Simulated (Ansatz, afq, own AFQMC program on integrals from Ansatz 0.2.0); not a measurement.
**Where AFQMC and coupled cluster stand for HfS, triplet**

```xyz
2

Hf    0.0000    0.0000    0.0000
S     0.0000    0.0000    2.1637
```

Basis def2-SVP with its core potentials. Noble-gas cores (and the filled d shells of Ga–Kr and In–Xe) are frozen. AFQMC by an in-house program on the Cholesky factors that Ansatz 0.2.0 writes for its CCSD(T) run. ph-AFQMC/CISD is guided by a CISD state made of CCSD amplitudes; releasing the constraint for a short imaginary time cuts its bias at the price of noise, slowly where states lie close. Error bars are statistical, one sigma. No spin–orbit coupling. The metal's outer-core s and p shells are frozen, which shifts wave-function levels against functionals.

Determinant: UHF, the one that the program's search chose, which needn't be the lowest solution. The geometry is a PBE0/def2-TZVP stationary point of this or a neighbouring charge and spin state.

No full CI on the walks' own integrals is used here; CCSDT(Q) serves as the reference and is uncertain by about the last step of the cluster series.

Cautions: no spin-orbit coupling; outer-core shells of the metal frozen; another spin lies lower (by 852 meV); (T) is large, 6 % of the CCSD correlation; the released energies have errors that jump between times, so the bars are unsure, so no released level is given (meV from the phaseless value at times in 1/Eh: -7 ± 4 at 0.60, -14 ± 3 at 1.20, -122 ± 110 at 2.00, -17 ± 6 at 3.00, -20 ± 11 at 4.20), though the last usable value meets CCSDT(Q) within the noise.

```
T1 diagnostic                               : 0.0354
weight of the determinant in the CISD state : 0.873
⟨S²⟩ of the determinant                     : 2.026
size of the correlated space                : 10 electrons in 41 orbitals
```

```json
{"level": "MP2", "correlation energy (eV)": "-5.0333"}
{"level": "CCSD", "correlation energy (eV)": "-5.3184"}
{"level": "CCSD(T)", "correlation energy (eV)": "-5.6506"}
```

(1) Estimate where phaseless AFQMC with a CISD trial lies against CCSD(T) on the same integrals.

(1) 0.8 ± 0.7 kJ/mol below CCSD(T). The gap is under twice the noise, so this walk alone can't tell the two apart.

Reference: CCSDT(Q), correlation energy -5.691 eV.

```
        level  E − E(reference) (kJ/mol)  share of correlation (%)
      CCSD(T)                        3.9                     99.29
        CCSDT                        1.9                     99.65
ph-AFQMC/CISD                  3.1 ± 0.7                     99.43
```

A walk keeps the symmetry of its determinant, which the program's search chose and which needn't be the lowest solution, so a lower state of the same spin and another symmetry isn't excluded.
